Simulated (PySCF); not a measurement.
**Where the electron goes**

Species: C5H12O.
Numbering: `[CH3:1][CH2:2][CH2:3][O:4][CH2:5][CH3:6]` (hydrogens: H7, H8, H9 on C1; H10, H11 on C2; H12, H13 on C3; H14, H15 on C5; H16, H17, H18 on C6)

Cartesian coordinates in Å at the GFN2-xTB level; atoms count from 1:
```
atom  x, y, z in Å
C1    -2.975   -0.388   -0.245
C2    -1.732    0.410    0.128
C3    -0.457   -0.370   -0.169
O4     0.653    0.416    0.192
C5     1.886   -0.222   -0.048
C6     3.014    0.703    0.379
H7    -2.973   -0.626   -1.306
H8    -3.872    0.184   -0.022
H9    -3.013   -1.320    0.315
H10   -1.747    0.658    1.190
H11   -1.703    1.346   -0.432
H12   -0.407   -0.624   -1.241
H13   -0.449   -1.317    0.397
H14    1.933   -1.168    0.516
H15    1.977   -0.466   -1.119
H16    2.963    1.631   -0.182
H17    3.972    0.225    0.197
H18    2.923    0.933    1.437
```

The calculation used TDDFT CAM-B3LYP/def2-SVPD, vertical, gas phase, core orbitals frozen in the response (PySCF).

Frontier orbitals with the atoms that hold most of them (Löwdin shares over 4%, at most four atoms; ? is withheld):

```json
{"orbital": "LUMO+2", "ε (eV)": "2.15", "atoms": "C6 12%, O4 10%, H12 7%, H13 7%"}
{"orbital": "LUMO+1", "ε (eV)": "1.70", "atoms": "C1 17%, C6 16%, C5 9%, H17 8%"}
{"orbital": "LUMO", "ε (eV)": "1.44", "atoms": "?"}
{"orbital": "HOMO", "ε (eV)": "-8.81", "atoms": "?"}
{"orbital": "HOMO-1", "ε (eV)": "-10.38", "atoms": "O4 43%, C3 15%, C2 10%, C5 10%"}
{"orbital": "HOMO-2", "ε (eV)": "-10.79", "atoms": "C2 25%, C1 12%, H11 10%, H10 10%"}
{"orbital": "HOMO-3", "ε (eV)": "-10.98", "atoms": "C3 15%, C6 15%, C5 14%, C2 13%"}
```

Give the leading atoms of the LUMO.

C1 (bonded to C and 3 H) 13%; C3 (bonded to C, O and 2 H) 12%; C5 (bonded to C, O and 2 H) 12%; C6 (bonded to C and 3 H) 8%.

Give the leading atoms of the HOMO.

O4 (bonded to 2 C) 59%; C5 (bonded to C, O and 2 H) 10%; C3 (bonded to C, O and 2 H) 10%; H15 (bonded to C) 5%. By element: oxygen 59%, carbon 20% or more, hydrogen 5% or more.

How does S1 compare with the orbital gap of 10.25 eV?

S1 is at 7.17 eV (f = 0.025), 3.08 eV below the gap, made of HOMO→LUMO (77%), HOMO→LUMO+1 (9%). Without the coupling terms of the response equations the lowest excitation would equal the gap.

One configuration dominates each of S1, S2 and S6. Which, and how do the shares of the two leading atoms of either orbital change from the occupied to the empty one?

- S1 (7.17 eV, f 0.025), HOMO→LUMO (77%): O4 59% → at most 8%, C5 10% → 12%, C1 at most 5% → 13%, C3 10% → 12%
- S2 (7.97 eV, f 0.0009), HOMO→LUMO+1 (79%): O4 59% → at most 9%, C5 10% → 9%, C1 at most 5% → 17%, C6 at most 5% → 16%
- S6 (8.93 eV, f 0.019), HOMO-1→LUMO (82%): O4 43% → at most 8%, C3 15% → 12%, C1 at most 10% → 13%

One conformer stands for the species.
